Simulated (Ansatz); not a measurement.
**PH, singlet: reading a ladder of total energies**

Geometry: that of the PH⁻, doublet, kept fixed. The triplet lies 1.2 eV lower here.

```
atom   x (Å)   y (Å)   z (Å)
   P  0.0000  0.0000  0.0000
   H  0.0000  0.0000  1.4426
```

Basis 6-31++G** (Cartesian d functions); Ansatz 0.2.0. Only valence electrons are correlated (noble-gas cores frozen), which leaves 6 electrons in 24 orbitals. R marks a restricted (for open shells ROHF) determinant.

Full CI is exact within this basis and frozen core; it isn't the basis-set limit.

The determinant fills πx and πy unequally, so it is a mixture of Σ and Δ, which weighs on every level built on one determinant.

Runs differ by some tens of microhartree through their thresholds, so steps under 0.03 kcal/mol mean nothing.

```json
{"level": "RHF", "total energy (hartree)": "-341.193532"}
{"level": "RMP2", "total energy (hartree)": "-341.281365"}
{"level": "RCCSD", "total energy (hartree)": "-341.310985"}
{"level": "RCCSD(T)", "total energy (hartree)": "-341.316461"}
{"level": "RCCSDT*", "total energy (hartree)": "-341.322102"}
{"level": "RCCSDT(Q)*", "total energy (hartree)": "-341.322397"}
{"level": "RCCSDTQ*", "total energy (hartree)": "-341.322312"}
{"level": "full CI", "total energy (hartree)": "-341.322313"}
```

What is the correlation energy at full CI, and what share of it do RMP2 and RCCSD recover?

E(corr) = -341.322313 − (-341.193532) = -0.128781 hartree = -3.504 eV. RMP2: -0.087833 / -0.128781 = 68.20 %. RCCSD: -0.117453 / -0.128781 = 91.20 %.

By how many kcal/mol does RCCSD(T) miss full CI (1 hartree = 627.509 kcal/mol), and which steps make up the rest?

-341.316461 − (-341.322313) = 0.005852 hartree = 3.67 kcal/mol. Steps: RCCSDT − RCCSD(T) = -3.54, RCCSDT(Q) − RCCSDT = -0.19, RCCSDTQ − RCCSDT(Q) = 0.05, full CI − RCCSDTQ = 0.00 kcal/mol. With more than one leading determinant such errors change with state and geometry, and needn't cancel in differences.

An asterisk marks runs whose energy the program itself flagged as in doubt.
